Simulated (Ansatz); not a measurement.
NP (`N#P`), relaxed with RKS PBE0-D4/def2-TZVP in Ansatz from a PBE-D4/def2-SVP geometry. The force threshold is 0.005 eV/Å; the program also tests the step.

The species carries charge 0 and has multiplicity 1.

Start:

```xyz
2

N     0.377    0.621    0.203
P    -0.377   -0.621   -0.203
```

```csv
step,energy (eV),largest force (eV/Å),largest move (Å)
1,-10772.9332,2.020,0.000
2,-10772.9591,0.884,0.009
3,-10772.9648,0.055,0.007
4 (rejected),-10772.9647,0.071,0.001
5,-10772.9648,0.000,0.000
```

End:

```xyz
2

N     0.370    0.609    0.199
P    -0.370   -0.609   -0.199
```

Run time 2 s (2 threads of an AMD EPYC 7R13 on a shared host); peak host memory 0.18 GiB.
